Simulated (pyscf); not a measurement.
`[CH2]=[CH][CH]=[CH2]` + `[BrH]` → `[CH2]=[CH][CH]([CH3])[Br]` (addition across a multiple bond or ene-type step; singlet surface; Br–H broken, C–H, Br–C formed). Single points on ωB97X-D3(BJ)/def2-SVP structures (PySCF, gas phase). Energies in eV from the separated reactants.

```json
[
 {"level": "ωB97X-D3(BJ)/def2-TZVP", "barrier": "1.24", "reaction energy": "-1.01"},
 {"level": "PBE/def2-TZVP", "barrier": "0.90", "reaction energy": "-0.78"},
 {"level": "r²SCAN/def2-TZVP", "barrier": "?", "reaction energy": "-0.85"},
 {"level": "B3LYP-D3(BJ)/def2-TZVP", "barrier": "1.02", "reaction energy": "-0.77"},
 {"level": "ωB97M-D3(BJ)/def2-TZVP", "barrier": "1.28", "reaction energy": "-0.84"},
 {"level": "HF/def2-TZVP", "barrier": "?", "reaction energy": "?"}
]
```

Q: Fill in the missing entries.

A: 
- r²SCAN/def2-TZVP, barrier: 0.92
- HF/def2-TZVP, barrier: 1.58
- HF/def2-TZVP, reaction energy: -0.57

The functionals in the table span 0.38 eV in this barrier, from PBE to ωB97M-D3(BJ). This is the saddle that the search found; another between the same sides may lie lower. Elements up to Kr have no core potential and no relativistic terms here.
